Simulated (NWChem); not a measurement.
**C4H9Cl (SMILES CCCCCl) at 6 levels**

Aim: a comparison of 6 runs (M06-L/6-31G*, BHLYP/6-31G*, M06-2X/6-31G*, PBE0/6-31G*, TPSS/6-31G*, r2SCAN/6-31G*) of C4H9Cl. 

The results are computed with NWChem 7.3.0.

1 further run of the same task is left out (set aside as unsound or not needed).

## Step 1: The structure to begin with

C4H9Cl: 14 atoms, total charge 0, spin state singlet. As SMILES, `CCCCCl`. The coordinates come from a PBE0-D4/def2-TZVP relaxation. This is one conformer, not always the lowest.

Bond lengths: C1–C2 1.518 Å, C2–C3 1.519 Å, C3–C4 1.510 Å, C4–Cl5 1.790 Å, C1–H6 1.094 Å, C1–H7 1.093 Å, C1–H8 1.092 Å, C2–H9 1.094 Å, C2–H10 1.096 Å, C3–H11 1.095 Å, C3–H12 1.098 Å, C4–H13 1.091 Å, C4–H14 1.089 Å. Some angles: C1–C2–C3 112.5°, C2–C3–C4 114.4°, C3–C4–Cl5 112.2°, C1–C2–H9 109.9°, C1–C2–H10 109.8°, C3–C2–H9 109.1°, C3–C2–H10 109.1°, C2–C1–H6 111.4°, C2–C1–H7 111.1°, C2–C1–H8 111.4°.

## Step 2: Energy and gradient at M06-L/6-31G(d) (spherical functions) (run 1)

The input, c4h9cl.nw:

```
start c4h9cl
title "C4H9Cl gradient"
memory total 2200 mb

geometry noautosym nocenter noautoz
   C     -1.524400     0.759500     0.972100
   C     -0.619100     0.408500    -0.195200
   C      0.553200    -0.463500     0.220100
   C      1.473800    -0.851500    -0.912800
   Cl     2.323200     0.561500    -1.610000
   H     -1.939800    -0.138700     1.438100
   H     -0.976300     1.307300     1.743600
   H     -2.360800     1.385100     0.653500
   H     -0.238300     1.323100    -0.658700
   H     -1.195700    -0.111200    -0.969500
   H      1.135500     0.036600     1.001100
   H      0.177600    -1.396000     0.661200
   H      0.925600    -1.313600    -1.734800
   H      2.252500    -1.536300    -0.579900
end

basis spherical bse
   C library 6-31G*
   Cl library 6-31G*
   H library 6-31G*
end

dft
   xc m06-l
   mult 1
   grid fine
   convergence energy 1e-08
   iterations 100
   mulliken
   print low
end

task dft gradient
```

On the command line:

```
$ nwchem c4h9cl.nw > c4h9cl.out
```

What it wrote:

```text
[...]
 d= 0,ls=0.0,diis     1   -617.9460691314 -8.43D+02  1.01D-02  3.85D-01     4.2
[...]
 d= 0,ls=0.0,diis     8   -617.9951492583  2.66D-09  7.57D-06  6.26D-07    27.4
         Total DFT energy =     -617.995149258289
      One electron energy =    -1293.959110856862
           Coulomb energy =      503.919907769086
    Exchange-Corr. energy =      -53.378227669837
 Nuclear repulsion energy =      225.422281499324
[...]
      Total Density - Mulliken Population Analysis
     ---------------------------------------------
    Atom       Charge   Shell Charges
 -----------   ------   -------------------------------------------------------
    1 C    6     6.53   2.00  0.68  2.09  0.67  1.06  0.03
    2 C    6     6.29   2.00  0.68  2.08  0.61  0.89  0.04
    3 C    6     6.30   2.00  0.68  2.08  0.61  0.90  0.04
    4 C    6     6.42   2.00  0.69  2.01  0.70  0.98  0.04
    5 Cl  17    17.10   2.00  2.00  5.98  1.39  3.60  0.57  1.54  0.03
    6 H    1     0.83   0.53  0.30
    7 H    1     0.83   0.53  0.29
    8 H    1     0.82   0.54  0.29
    9 H    1     0.82   0.54  0.28
   10 H    1     0.85   0.54  0.31
[...]
                         DFT ENERGY GRADIENTS
    atom               coordinates                        gradient
                 x          y          z           x          y          z
   1 C      -2.880698   1.435247   1.837003   -0.001606   0.000481   0.002693
   2 C      -1.169929   0.771953  -0.368875    0.000398   0.000657  -0.003141
   3 C       1.045396  -0.875888   0.415929    0.000568  -0.000724   0.002300
   4 C       2.785078  -1.609102  -1.724942    0.002101   0.000920  -0.002958
   5 Cl      4.390211   1.061081  -3.042459   -0.002399  -0.004642   0.002254
   6 H      -3.665690  -0.262105   2.717615    0.001032   0.001801  -0.001327
   7 H      -1.844939   2.470439   3.294926   -0.000947  -0.001143  -0.001978
   8 H      -4.461265   2.617459   1.234936    0.001915  -0.001289   0.000211
   9 H      -0.450322   2.500296  -1.244763   -0.000944  -0.002448   0.001741
  10 H      -2.259545  -0.210138  -1.832089    0.001285   0.000883   0.002331
  11 H       2.145784   0.069164   1.891805   -0.001320  -0.000903  -0.002437
[...]
```

Run time: 36 s. Hardware: 1 thread of AMD EPYC 7R43 (Zen 3), shared host; peak memory 0.12 GiB.

## Step 3: Energy and gradient at BHLYP/6-31G(d) (spherical functions) (run 2)

The input, struct.nw:

```
start struct
memory total 2200 mb

geometry units angstroms noautosym nocenter noautoz
C    -1.524400    0.759500    0.972100
C    -0.619100    0.408500   -0.195200
C     0.553200   -0.463500    0.220100
C     1.473800   -0.851500   -0.912800
Cl    2.323200    0.561500   -1.610000
H    -1.939800   -0.138700    1.438100
H    -0.976300    1.307300    1.743600
H    -2.360800    1.385100    0.653500
H    -0.238300    1.323100   -0.658700
H    -1.195700   -0.111200   -0.969500
H     1.135500    0.036600    1.001100
H     0.177600   -1.396000    0.661200
H     0.925600   -1.313600   -1.734800
H     2.252500   -1.536300   -0.579900
end

basis spherical bse
* library 6-31G*
end

dft
xc bhlyp
grid fine
convergence energy 1e-08
iterations 100
mulliken
end

task dft gradient
```

On the command line:

```
$ nwchem struct.nw > struct.out
```

What it wrote (excerpt; [...] marks lines left out):

```text
[...]
          Wavefunction type:  closed shell.
          No. of atoms     :    14
          No. of electrons :    50
[...]
          Charge           :     0
          Spin multiplicity:     1
[...]
          AO basis - number of functions:    92
[...]
              XC Information
              --------------
                        BHLYP Method XC Functional
                     Hartree-Fock (Exact) Exchange  0.500
                        Slater Exchange Functional  0.500 local
                    Becke 1988 Exchange Functional  0.500 non-local
              Lee-Yang-Parr Correlation Functional  1.000
[...]
 d= 0,ls=0.0,diis     1   -617.8701422362 -8.43D+02  7.27D-03  3.73D-01     3.7
[...]
 d= 0,ls=0.0,diis     8   -617.9254485246 -2.67D-09  6.65D-07  6.39D-09    22.5
         Total DFT energy =     -617.925448524573
      One electron energy =    -1293.909010071394
           Coulomb energy =      503.867120382196
    Exchange-Corr. energy =      -53.305840334699
 Nuclear repulsion energy =      225.422281499324
[...]
      Total Density - Mulliken Population Analysis
     ---------------------------------------------
[...]
  wavefunction    = closed shell
                         DFT ENERGY GRADIENTS
    atom               coordinates                        gradient
                 x          y          z           x          y          z
   1 C      -2.880698   1.435247   1.837003    0.003139  -0.001143  -0.004180
   2 C      -1.169929   0.771953  -0.368875    0.000882  -0.002267   0.006039
   3 C       1.045396  -0.875888   0.415929   -0.000640   0.002300  -0.006846
   4 C       2.785078  -1.609102  -1.724942   -0.000452   0.007868   0.002477
   5 Cl      4.390211   1.061081  -3.042459   -0.002958  -0.003690   0.002224
   6 H      -3.665690  -0.262105   2.717615   -0.001225  -0.002860   0.001474
   7 H      -1.844939   2.470439   3.294926    0.001773   0.001669   0.002371
   8 H      -4.461265   2.617459   1.234936   -0.002583   0.001955  -0.000887
   9 H      -0.450322   2.500296  -1.244763    0.001904   0.003124  -0.001906
  10 H      -2.259545  -0.210138  -1.832089   -0.001696  -0.001812  -0.002710
  11 H       2.145784   0.069164   1.891805    0.002119   0.001869   0.002817
[...]
```

It took 29 s on 1 thread of AMD EPYC 7R43 (Zen 3), shared host; peak memory 0.12 GiB.

## Step 4: Energy and forces at M06-2X/6-31G(d) (spherical functions) (run 3)

The input, run.py:

```python
from ase import Atoms
from ase.calculators.nwchem import NWChem

system = Atoms(['C', 'C', 'C', 'C', 'Cl', 'H', 'H', 'H', 'H', 'H', 'H', 'H', 'H', 'H'], positions=[
    [-1.524400, 0.759500, 0.972100],
    [-0.619100, 0.408500, -0.195200],
    [0.553200, -0.463500, 0.220100],
    [1.473800, -0.851500, -0.912800],
    [2.323200, 0.561500, -1.610000],
    [-1.939800, -0.138700, 1.438100],
    [-0.976300, 1.307300, 1.743600],
    [-2.360800, 1.385100, 0.653500],
    [-0.238300, 1.323100, -0.658700],
    [-1.195700, -0.111200, -0.969500],
    [1.135500, 0.036600, 1.001100],
    [0.177600, -1.396000, 0.661200],
    [0.925600, -1.313600, -1.734800],
    [2.252500, -1.536300, -0.579900],
])

calc = NWChem(
    label='c4h9cl',
    theory='dft',
    memory='2200 mb',
    basis='6-31G*',
    basispar='spherical bse',
    dft={'xc': 'm06-2x', 'mult': '1', 'grid': 'fine', 'convergence': 'energy 1e-08', 'iterations': '100', 'mulliken': None},
)
system.calc = calc

forces = system.get_forces()
print("Total energy (eV):", round(system.get_potential_energy(), 6))
print("forces (eV/A):")
for s, f in zip(system.symbols, forces):
    print(f"{s:2s} {f[0]:10.5f} {f[1]:10.5f} {f[2]:10.5f}")
print("dipole (e A):", system.get_dipole_moment().round(4))
```

On the command line:

```
$ export ASE_NWCHEM_COMMAND="nwchem PREFIX.nwi > PREFIX.nwo"
$ python run.py
```

What it wrote:

```text
Total energy (eV): -16814.532842
forces (eV/A):
C    -0.11071    0.03831    0.15257
C    -0.02165    0.06474   -0.22549
C    -0.01316   -0.07014    0.25012
C     0.05764   -0.18975   -0.11534
Cl    0.11606    0.22831   -0.09364
H    -0.01244   -0.05687    0.01558
H     0.04350    0.02648    0.03615
H    -0.03872    0.02916   -0.02386
H     0.02093    0.06500   -0.02026
H    -0.03049   -0.03456   -0.04026
H     0.03687    0.03944    0.04294
H    -0.02607   -0.04057    0.01995
H    -0.04566   -0.04335   -0.02350
H     0.02396   -0.05620    0.02499
dipole (e A): [-0.2532 -0.305   0.2029]
```

The calculator wrote c4h9cl.nwi:

```
title "c4h9cl"

permanent_dir c4h9cl

scratch_dir c4h9cl

start c4h9cl

geometry units angstrom nocenter noautosym noautoz
  C  -1.5244000000000000e+00 7.5949999999999995e-01 9.7209999999999996e-01
  C  -6.1909999999999998e-01 4.0849999999999997e-01 -1.9520000000000001e-01
  C  5.5320000000000003e-01 -4.6350000000000002e-01 2.2009999999999999e-01
  C  1.4738000000000000e+00 -8.5150000000000003e-01 -9.1279999999999994e-01
  Cl 2.3231999999999999e+00 5.6150000000000000e-01 -1.6100000000000001e+00
  H  -1.9398000000000000e+00 -1.3869999999999999e-01 1.4380999999999999e+00
  H  -9.7629999999999995e-01 1.3072999999999999e+00 1.7436000000000000e+00
  H  -2.3607999999999998e+00 1.3851000000000000e+00 6.5349999999999997e-01
  H  -2.3830000000000001e-01 1.3230999999999999e+00 -6.5869999999999995e-01
  H  -1.1957000000000000e+00 -1.1119999999999999e-01 -9.6950000000000003e-01
  H  1.1355000000000000e+00 3.6600000000000001e-02 1.0011000000000001e+00
  H  1.7760000000000001e-01 -1.3959999999999999e+00 6.6120000000000001e-01
  H  9.2559999999999998e-01 -1.3136000000000001e+00 -1.7347999999999999e+00
  H  2.2524999999999999e+00 -1.5363000000000000e+00 -5.7989999999999997e-01
end

memory 2200 mb

basis spherical bse noprint
   * library 6-31G*
end

dft
  xc m06-2x
  mult 1
  grid fine
  convergence energy 1e-08
  iterations 100
  mulliken
end

task dft gradient
```

c4h9cl.nwo (excerpt; [...] marks lines left out):

```text
[...]
         Total DFT energy =     -617.922689690341
[...]
  wavefunction    = closed shell
                         DFT ENERGY GRADIENTS
    atom               coordinates                        gradient
                 x          y          z           x          y          z
   1 C      -2.880698   1.435247   1.837003    0.002153  -0.000745  -0.002967
   2 C      -1.169929   0.771953  -0.368875    0.000421  -0.001259   0.004385
   3 C       1.045396  -0.875888   0.415929    0.000256   0.001364  -0.004864
[... 10 lines of this table left out ...]
  14 H       4.256608  -2.903186  -1.095852   -0.000466   0.001093  -0.000486
[...]
```

It took 37 s on 1 thread of AMD EPYC 7R43 (Zen 3), shared host; peak memory 0.12 GiB.

Runs 4 to 5 aren't shown in full; the table further down has their settings and results.

## Step 5: Energy and forces at r2SCAN/6-31G(d) (spherical functions) (run 6)

The input, run.py:

```python
from ase import Atoms
from ase.calculators.nwchem import NWChem

atoms = Atoms(['C', 'C', 'C', 'C', 'Cl', 'H', 'H', 'H', 'H', 'H', 'H', 'H', 'H', 'H'], positions=[
    [-1.524400, 0.759500, 0.972100],
    [-0.619100, 0.408500, -0.195200],
    [0.553200, -0.463500, 0.220100],
    [1.473800, -0.851500, -0.912800],
    [2.323200, 0.561500, -1.610000],
    [-1.939800, -0.138700, 1.438100],
    [-0.976300, 1.307300, 1.743600],
    [-2.360800, 1.385100, 0.653500],
    [-0.238300, 1.323100, -0.658700],
    [-1.195700, -0.111200, -0.969500],
    [1.135500, 0.036600, 1.001100],
    [0.177600, -1.396000, 0.661200],
    [0.925600, -1.313600, -1.734800],
    [2.252500, -1.536300, -0.579900],
])

calc = NWChem(
    label='job',
    theory='dft',
    memory='2200 mb',
    basis='6-31G*',
    basispar='spherical bse',
    dft={'xc': 'r2scan', 'mult': '1', 'grid': 'fine', 'convergence': 'energy 1e-08', 'iterations': '100', 'mulliken': None},
)
atoms.calc = calc

forces = atoms.get_forces()
print(f"energy = {atoms.get_potential_energy():.6f} eV")
print("forces (eV/A):")
for s, f in zip(atoms.symbols, forces):
    print(f"{s:2s} {f[0]:10.5f} {f[1]:10.5f} {f[2]:10.5f}")
print("dipole (e A):", atoms.get_dipole_moment().round(4))
```

On the command line:

```
$ export ASE_NWCHEM_COMMAND="nwchem PREFIX.nwi > PREFIX.nwo"
$ python run.py
```

What it wrote:

```text
energy = -16813.651798 eV
forces (eV/A):
C    -0.06345    0.01954    0.08953
C    -0.03965    0.05410   -0.11997
C     0.00345   -0.01897    0.13051
C    -0.05723   -0.24451    0.02242
Cl    0.23860    0.38572   -0.19690
H    -0.05718   -0.12814    0.06469
H     0.08048    0.07616    0.10845
H    -0.11776    0.08767   -0.04901
H     0.05230    0.13673   -0.05991
H    -0.08767   -0.07929   -0.11647
H     0.08505    0.07112    0.11863
H    -0.04957   -0.14326    0.05656
H    -0.09225   -0.08978   -0.10526
H     0.10490   -0.12706    0.05667
dipole (e A): [-0.2591 -0.3077  0.2083]
```

The calculator wrote job.nwi:

```
title "job"

permanent_dir job

scratch_dir job

start job

geometry units angstrom nocenter noautosym noautoz
  C  -1.5244000000000000e+00 7.5949999999999995e-01 9.7209999999999996e-01
  C  -6.1909999999999998e-01 4.0849999999999997e-01 -1.9520000000000001e-01
  C  5.5320000000000003e-01 -4.6350000000000002e-01 2.2009999999999999e-01
  C  1.4738000000000000e+00 -8.5150000000000003e-01 -9.1279999999999994e-01
  Cl 2.3231999999999999e+00 5.6150000000000000e-01 -1.6100000000000001e+00
  H  -1.9398000000000000e+00 -1.3869999999999999e-01 1.4380999999999999e+00
  H  -9.7629999999999995e-01 1.3072999999999999e+00 1.7436000000000000e+00
  H  -2.3607999999999998e+00 1.3851000000000000e+00 6.5349999999999997e-01
  H  -2.3830000000000001e-01 1.3230999999999999e+00 -6.5869999999999995e-01
  H  -1.1957000000000000e+00 -1.1119999999999999e-01 -9.6950000000000003e-01
  H  1.1355000000000000e+00 3.6600000000000001e-02 1.0011000000000001e+00
  H  1.7760000000000001e-01 -1.3959999999999999e+00 6.6120000000000001e-01
  H  9.2559999999999998e-01 -1.3136000000000001e+00 -1.7347999999999999e+00
  H  2.2524999999999999e+00 -1.5363000000000000e+00 -5.7989999999999997e-01
end

memory 2200 mb

basis spherical bse noprint
   * library 6-31G*
end

dft
  xc r2scan
  mult 1
  grid fine
  convergence energy 1e-08
  iterations 100
  mulliken
end

task dft gradient
```

job.nwo (excerpt; [...] marks lines left out):

```text
[...]
         Total DFT energy =     -617.890311890818
[...]
  wavefunction    = closed shell
                         DFT ENERGY GRADIENTS
    atom               coordinates                        gradient
                 x          y          z           x          y          z
   1 C      -2.880698   1.435247   1.837003    0.001234  -0.000380  -0.001741
   2 C      -1.169929   0.771953  -0.368875    0.000771  -0.001052   0.002333
   3 C       1.045396  -0.875888   0.415929   -0.000067   0.000369  -0.002538
[... 10 lines of this table left out ...]
  14 H       4.256608  -2.903186  -1.095852   -0.002040   0.002471  -0.001102
[...]
```

Run time: 36 s. Hardware: 1 thread of AMD EPYC 7R43 (Zen 3), shared host; peak memory 0.12 GiB.

## Step 6: Overview of the runs

```csv
run,level,energy (Eh),largest force (eV/Å),wall time
1,M06-L/6-31G* (spherical functions),-617.995149,0.293,36 s
2,BHLYP/6-31G* (spherical functions),-617.925449,0.425,29 s
3,M06-2X/6-31G* (spherical functions),-617.922690,0.273,37 s
4,PBE0/6-31G* (spherical functions),-617.682229,0.234,29 s
5,TPSS/6-31G* (spherical functions),-618.078303,0.766,36 s
6,r2SCAN/6-31G* (spherical functions),-617.890312,0.494,36 s
```

## Step 7: Summary of results

| quantity | value |
| --- | --- |
| run 6: total energy | -617.89031 Eh |
| run 6: dipole moment | 2.18 D |
| run 6: HOMO energy | -7.05 eV |
| run 6: LUMO energy | 0.45 eV |
| run 6: HOMO–LUMO gap | 7.50 eV |
| run 6: largest force on an atom | 0.494 eV/Å |

In words: Over runs 2, 3, 4, 5, 6 the dipole moment (its size) runs from 2.12 D (TPSS/6-31G*) to 2.18 D (BHLYP/6-31G*). Over runs 2, 3, 5, 6 the HOMO–LUMO gap runs from 7.24 eV (TPSS/6-31G*) to 12.02 eV (BHLYP/6-31G*). Totals of different functionals can't be ranked against each other. All runs together took 3.4 min, the longest 37 s.
